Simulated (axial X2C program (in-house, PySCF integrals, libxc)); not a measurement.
Spin–orbit effects along a row: molecules with H (ions), HF

All values come from calculations with an in-house relativistic program for diatomic molecules, spin-free (one-electron X2C) or two-component (2c: spin–orbit coupling with atomic mean-field Coulomb and Gaunt terms, which also bring small scalar terms), in Dyall basis sets with cores contracted in-house; open shells are unrestricted.

Basis sets: Al dyall-v3z, Cl dyall-av3z, H dyall-v3z, Mg dyall-cv3z, Na dyall-cv3z, P dyall-v3z, S dyall-av3z, Si dyall-v3z.

```tsv
molecule	spin-free state	Re (Å)	ωe (cm⁻¹)	De (eV)	2c state	Re 2c (Å)	ωe 2c (cm⁻¹)	De 2c (eV)
NaH⁺	M_S = 1/2, Λ = 0	2.649	285.4	0.06	Ω = 1/2	2.649	285.3	0.06
MgH⁺	M_S = 0, Λ = 0	1.645	1816.8	1.01	Ω = 0	1.645	1816.7	1.01
AlH⁺	M_S = 1/2, Λ = 0	1.594	1760.3	0.62	Ω = 1/2	1.594	1759.7	0.62
SiH⁺	M_S = 0, Λ = 0	1.500	2259.9	2.40	Ω = 0	1.500	2259.6	2.40
PH⁺	M_S = 1/2, Λ = 1	1.415	2522.0	2.36	Ω = 1/2	1.415	2521.4	2.38
SH⁺	M_S = 1, Λ = 0	1.351	2709.8	2.66	Ω = 1	1.351	2709.3	2.65
HCl⁺	M_S = 1/2, Λ = 1	1.305	2813.6	3.40	Ω = 3/2	1.305	2813.4	3.43
```

Work out the shifts from the spin-free to the two-component result.



```
molecule  2c state  ΔRe (Å)  Δωe (cm⁻¹)  ΔDe (eV)
    NaH⁺   Ω = 1/2    0.000        -0.1      0.00
    MgH⁺     Ω = 0    0.000        -0.1      0.00
    AlH⁺   Ω = 1/2    0.000        -0.6      0.00
    SiH⁺     Ω = 0    0.000        -0.3      0.00
     PH⁺   Ω = 1/2    0.000        -0.6      0.02
     SH⁺     Ω = 1    0.000        -0.5     -0.01
    HCl⁺   Ω = 3/2    0.000        -0.2      0.03
```

Shifts of one unit in the last digit are rounding.

Fragments in 2c: Na+ + H, Mg+ + H, Al+ + H, Si+ + H, P+ + H, S+ + H, Cl+ + H. Each entry is the lowest single determinant of a limited PBE0 search at one distance. De goes to single-determinant-based atoms at the same level (for ions the charge split of lowest energy) and is withheld (n/a) where an atom does not fit its ground term or J level. Main or longest-lived isotopes. One determinant is a doubtful description, or other states lie close, for SH⁺; these need not be ground states, and all values refer to the states named. Some open-shell Ω = 0 determinants are out of reach, so the Ω given for SH⁺ need not be the lowest component. With several unpaired electrons the Ω given is that of one determinant, not necessarily of the lowest component. Some light 2c atoms are not at their ground J level, so De misses part of their lowering (0.04 eV or less).
